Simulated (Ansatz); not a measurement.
Reaction (isomerisation): `C=CNCC` → `C=CN(C)C`

Calculated with Ansatz (gas phase, PBE0-D4/def2-TZVP geometries, no zero-point term in ΔE). CCSD(T)/CBS adds triple-zeta CCSD(T) − MP2 to the extrapolated MP2 energy (def2 sets, frozen cores). DFT in def2-TZVPP. One conformer a species, not always the lowest.

| species | r2SCAN energy (Eh) |
| --- | --- |
| `C=CNCC` | -212.51797 |
| `C=CN(C)C` | -212.50937 |

(1) Work out ΔE.

Largest T1 diagnostic among the species: 0.011.

Results:

(1) ΔE = (-212.50937) − (-212.51797) = 0.00860 Eh = +22.6 kJ/mol. CCSD(T)/CBS gives +22.5 kJ/mol.

In def2-TZVPP, CCSD(T) changes the Hartree–Fock value by −5.9 kJ/mol (the triples alone add −1.4 kJ/mol) and MP2 by −7.5 kJ/mol.
